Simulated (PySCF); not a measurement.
# SiH⁺ with other numerical set-ups

Aim: see how much the energy and properties of SiH⁺ depend on the numerical set-up.

Computed with PySCF 2.14.0. Level: method and basis as typed in the scripts.

## 1. Starting geometry

SiH⁺: 2 atoms, charge 1, spin multiplicity 1.

Bond lengths: Si1–H2 1.612 Å.

## 2. Base script

input.py reads:

```python
from pyscf import gto, dft
from pyscf.geomopt.geometric_solver import optimize

mol = gto.M(
    atom='Si 0 0 0; H 0 0 1.612',
    basis='x2c-svpall',
    charge=1,
    spin=0,
    verbose=4,
)
mf = dft.UKS(mol, xc='b3lyp5')
mf = mf.sfx2c1e()
mf.kernel()
g = mf.nuc_grad_method()
g.grid_response = True
mol_eq = optimize(g.as_scanner(), maxsteps=30)
print('optimised geometry (angstrom)')
print(mol_eq.tostring('raw'))
print('orbital energies (hartree):', [e[max(0, n-3):n+3].round(4) for e, n in zip(mf.mo_energy, mol.nelec)])
```

On the command line:

```
> OMP_NUM_THREADS=1 python input.py
```

Its log is not repeated here.

In short: at the starting geometry E(SCF) = -290.164326 Eh, 7 cycles, optimised bond 1.526 Å in 4 steps; the optimisation lowers the energy by 0.052 eV.

## 3. Lanl2dz (core potential on, X2C off)

Edit 1 changes basis set: x2c-svpall → lanl2dz; core potential: off → on; spin-free X2C: on → off. The core potential changes with it: totals don't compare.

input.py reads:

```python
from pyscf import gto, dft
from pyscf.geomopt.geometric_solver import optimize

mol = gto.M(
    atom='Si 0 0 0; H 0 0 1.612',
    basis='lanl2dz',
    ecp={'Si': 'lanl2dz'},
    charge=1,
    spin=0,
    verbose=4,
)
mf = dft.UKS(mol, xc='b3lyp5')
mf.kernel()
g = mf.nuc_grad_method()
g.grid_response = True
mol_eq = optimize(g.as_scanner(), maxsteps=30)
print('optimised geometry (angstrom)')
print(mol_eq.tostring('raw'))
print('orbital energies (hartree):', [e[max(0, n-3):n+3].round(4) for e, n in zip(mf.mo_energy, mol.nelec)])
```

On the command line:

```
> OMP_NUM_THREADS=1 python input.py
```

## 4. Jorge-dzp-dkh

Edit 2 changes basis set: x2c-svpall → jorge-dzp-dkh.

input.py, as its differences from that of step 2:

```diff
@@ -5,3 +5,3 @@
     atom='Si 0 0 0; H 0 0 1.612',
-    basis='x2c-svpall',
+    basis='jorge-dzp-dkh',
     charge=1,
```

## 5. Jorge-dzp (X2C off)

Edit 3 changes basis set: x2c-svpall → jorge-dzp; spin-free X2C: on → off.

input.py, as its differences from that of step 2:

```diff
@@ -5,3 +5,3 @@
     atom='Si 0 0 0; H 0 0 1.612',
-    basis='x2c-svpall',
+    basis='jorge-dzp',
     charge=1,
@@ -11,3 +11,2 @@
 mf = dft.UKS(mol, xc='b3lyp5')
-mf = mf.sfx2c1e()
 mf.kernel()
```

## 6. Cartesian functions on

Edit 4 changes Cartesian functions: off → on.

input.py, as its differences from that of step 2:

```diff
@@ -8,2 +8,3 @@
     spin=0,
+    cart=True,
     verbose=4,
```

**Question.** What will these runs give? Wanted: for each run, E(SCF); from base; gap; after the SCF.

**Answer**, as computed:

| run | E(SCF) (hartree) | from base (eV) | cycles | gap (eV) | functions | after the SCF |
| --- | --- | --- | --- | --- | --- | --- |
| base | -290.164326 | 0 | 7 | 4.30 | 23 | bond 1.526 Å, -0.052 eV |
| lanl2dz (core potential on, X2C off) | -4.052353 | not comparable | 8 | 4.13 | 10 | bond 1.532 Å, -0.044 eV |
| jorge-dzp-dkh | -290.266816 | -2.7889 | 7 | 4.30 | 29 | bond 1.531 Å, -0.046 eV |
| jorge-dzp (X2C off) | -289.658074 | not comparable | 7 | 4.30 | 29 | bond 1.530 Å, -0.047 eV |
| Cartesian functions on | -290.169312 | -0.1357 | 7 | 4.30 | 24 | bond 1.526 Å, -0.052 eV |

SCF columns refer to the geometry typed in the script.

What this shows: Of the runs whose energies can be compared, “jorge-dzp-dkh” moves the SCF energy most (-2.789 eV). jorge-dzp-dkh (29 functions) gives an energy 2.79 eV lower than x2c-svpall (23).
